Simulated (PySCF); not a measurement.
# SiH2Cl− (SMILES [SiH2-]Cl) at 4 levels

We compute a comparison of 4 runs (MP2/STO-3G, QCISD(T)/STO-3G, CISD/STO-3G, FCI/STO-3G) of SiH2Cl−. The job is set up through a Python script.

The results are computed with PySCF 2.14.0.

11 further runs of the same task are left out: 3 that didn't finish, 8 set aside as unsound or not needed.

### 1 The system as given

SiH2Cl−: 4 atoms, total charge -1, spin state singlet. As SMILES, `[SiH2-]Cl`. The Si1–H3 distance was set to 4.178 Å, away from the relaxed value. At this shape a bond of the SMILES string is far longer than usual.

Bond lengths: Si1–Cl2 2.290 Å, Si1–H4 1.493 Å. Angles: Cl2–Si1–H4 94.9°.

### 2 A single-point energy at MP2/STO-3G (run 1)

geometry.xyz

```xyz
4

Si     0.381839     2.967102     0.413293
Cl     2.541839     2.413392     0.933903
H     -0.971070    -0.977580     0.165380
H      0.656569     3.204712    -1.034457
```

input.py

```python
from pyscf import gto, scf, mp

mol = gto.M(
    atom='geometry.xyz',
    max_memory=1860,
    charge=-1,
    basis='sto-3g',
    verbose=3,
)

mf = scf.RHF(mol)
mf.conv_tol = 1e-10
mf.kernel()
if not mf.converged:
    mf = mf.newton().run(mf.mo_coeff, mf.mo_occ)

pt = mp.MP2(mf, frozen=10).run()
e_tot = pt.e_tot
print('Final energy', e_tot)
```

The run is started by

```console
$ OMP_NUM_THREADS=1 python input.py
```

Output:

```text
converged SCF energy = -740.949711388484
E(RMP2) = -741.047671552291  E_corr = -0.0979601638065936
E(SCS-RMP2) = -741.064785808977  E_corr = -0.115074420492999
Final energy -741.0476715522909
```

It took 0.64 s on 1 thread of Arm Neoverse V2, shared host; peak memory 0.12 GiB.

### 3 The energy at QCISD(T)/STO-3G (run 2)

input.py

```python
from pyscf import gto, scf, cc

system = gto.M(
    atom='''
Si     0.721571     5.607010     0.781011
Cl     4.803380     4.560650     1.764821
H     -1.835056    -1.847358     0.312523
H      1.240736     6.056028    -1.954840
''',
    unit='bohr',
    basis='sto-3g',
    verbose=3,
    charge=-1,
    max_memory=1860,
)

mf = scf.RHF(system)
mf.conv_tol = 1e-10
mf.kernel()
if not mf.converged:
    mf = mf.newton().run(mf.mo_coeff, mf.mo_occ)

mycc = cc.QCISD(mf, frozen=10)
mycc.kernel()
e_t = mycc.qcisd_t()
e_final = mycc.e_tot + e_t
print('E(%s) = %.9f' % ('QCISD(T)', e_final))
```

The run is started by

```console
$ OMP_NUM_THREADS=1 python input.py
```

Output:

```text
converged SCF energy = -740.949711387419
E(QCISD) = -741.114606445556  E_corr = -0.1648950581368079
QCISD(T) correction = -0.00326254224194764
E(QCISD(T)) = -741.117868988
```

Run time: 0.64 s. Hardware: 1 thread of Arm Neoverse V2, shared host; peak memory 0.1 GiB.

Run 3 isn't shown in full; the table further down has it.

### 4 The energy at FCI/STO-3G (run 4)

input.py

```python
from pyscf import gto, mcscf
from pyscf import fci

mol = gto.M(
    atom=[
    ('Si', (0.381839, 2.967102, 0.413293)),
    ('Cl', (2.541839, 2.413392, 0.933903)),
    ('H', (-0.971070, -0.977580, 0.165380)),
    ('H', (0.656569, 3.204712, -1.034457)),
],
    spin=0,
    verbose=3,
    charge=-1,
    basis='sto-3g',
    max_memory=1860,
)

mf = mol.RHF()
mf.conv_tol = 1e-10
mf.kernel()
if not mf.converged:
    mf = mf.newton().run(mf.mo_coeff, mf.mo_occ)

cas = mcscf.CASCI(mf, mf.mo_coeff.shape[-1] - 10, (mol.nelec[0] - 10, mol.nelec[1] - 10))  # full CI above the frozen core
cas.fcisolver = fci.direct_spin0.FCI(mol)  # even spin states alone
cas.kernel()
print('<S^2> = %.4f' % cas.fcisolver.spin_square(cas.ci, cas.ncas, cas.nelecas)[0])
etot = cas.e_tot
print('E(%s) = %.9f' % ('FCI', etot))
```

The run is started by

```console
$ OMP_NUM_THREADS=1 python input.py
```

Output:

```text
converged SCF energy = -740.949711388484
CASCI E = -741.114369469748  E(CI) = -29.6302471359228  S^2 = 0.0000000
<S^2> = 0.0000
E(FCI) = -741.114369470
```

It took 0.79 s on 1 thread of Arm Neoverse V2, shared host; peak memory 0.12 GiB.

### 5 Overview of the runs

```csv
run,level,energy (Eh),HOMO energy (eV),LUMO energy (eV),HOMO–LUMO gap (eV),wall time
1,MP2/STO-3G,-741.047672,4.99,8.87,3.88,0.64 s
2,QCISD(T)/STO-3G,-741.117869,4.99,8.87,3.88,0.64 s
3,CISD/STO-3G,-741.091645,4.99,8.87,3.88,0.56 s
4,FCI/STO-3G,-741.114369,4.99,8.87,3.88,0.79 s
```

### 6 Results

| quantity | value |
| --- | --- |
| run 4: total energy | -741.11437 Eh |
| run 4: HOMO energy (Hartree–Fock orbitals) | 4.99 eV |
| run 4: LUMO energy (Hartree–Fock orbitals) | 8.87 eV |
| run 4: HOMO–LUMO gap (to an unbound level, set by the basis) | 3.88 eV |
| run 4: correlation energy (10 core orbitals frozen) | -164.7 mEh |

Against full CI in this basis: MP2 +66.7 mEh; QCISD(T) -3.5 mEh; CISD +22.7 mEh. In runs 1, 2, 3, 4 the HOMO lies above zero, so the outermost electron may be held by the basis alone. In run 2 the T1 diagnostic is large, so a single reference may not serve. In runs 1, 2, 3, 4 the basis is minimal, so the values are rough. All runs together took 2.6 s, the longest 0.79 s.
